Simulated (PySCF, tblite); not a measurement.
**C₃H₂NO radical: geometry, infrared bands and EPR parameters**

Aim: predict the infrared bands and EPR parameters of C₃H₂NO radical (`C#CC([NH])=O`).

The runs use tblite 0.8.0 and PySCF 2.14.0, with density-fitted response routines of our own; the level of theory stands in each step. All values are computed, except where a source is named. Atoms are numbered from 0 throughout.

### 1 The starting structure

7 atoms, charge 0, multiplicity 2; geometry from: force field or distance geometry start.

Bonds of the start (Å): C0–C1 1.23, C1–C2 1.42, C2–N3 1.43, C2–O4 1.27, C0–H5 1.05, N3–H6 1.05.

### 2 Optimising the geometry with GFN2-xTB

The job: settings as JSON, then the geometry in Å.

```
{"job": {"kind": "relax", "xc": "GFN2-xTB", "basis": "xTB"}, "charge": 0, "multiplicity": 2}
C      1.949900    -0.387400    -0.008300
C      0.773600    -0.013600     0.029300
C     -0.589600     0.388200     0.104800
N     -1.568500    -0.554600    -0.335800
O     -0.940800     1.533200     0.520500
H      2.944200    -0.715100    -0.057800
H     -2.565500    -0.245800    -0.279700
```

Launch:

```sh
$ OMP_NUM_THREADS=1 python probes_run.py task.json out
```

The driver reads the jobs from task.json and runs them one after another.

**Question.** This job is followed by: GFN2-xTB harmonic vibrations, gas phase; UKS B3LYP, pcH-1 on C H N O, non-relativistic, mean-field spin-orbit, GIAO. Predict these results of the whole session: strongest single infrared mode (GFN2-xTB); zero-point energy (GFN2-xTB); g(iso) (B3LYP); ⟨S²⟩; largest a(iso); potential on the surface of density 0.002 e/bohr³, 1st and 99th percentile; property runs in this session.

The runs gave:

| quantity | value |
| --- | --- |
| strongest single infrared mode (GFN2-xTB) | 1497 cm⁻¹, 172 km/mol |
| zero-point energy (GFN2-xTB) | 25.4 kcal/mol |
| g(iso) (B3LYP) | 2.04802 |
| ⟨S²⟩ | 0.781 (exact 0.75) |
| largest a(iso) | 1H on H6, -46.5 MHz |
| potential on the surface of density 0.002 e/bohr³, 1st and 99th percentile | -1.38 V and 2.05 V |
| property runs in this session | 1, of which 0 failed and 1 gave unsound results |

In words: The optimisation took 24 steps and gained 0.461 eV; among the close pairs (by a distance rule), C2–N3 changed most, from 1.429 to 1.299 Å. No mode is imaginary among the 15: a minimum at this level. The strongest single mode, at 1497 cm⁻¹, moves mainly C2 and O4. GFN2-xTB is a fitted tight-binding method: band positions and strengths are rough. Its intensities can rank the bands wrongly. The largest share of the spin, 0.73 e, sits on N3. The isotropic g lies 45.7 ppt above the free-electron value. These values are not to be trusted: the run shows nearly degenerate orbitals, where second-order g theory doesn't apply. The conformer search found further structures of the same energy, which may be mirror or relabelled copies of this one.
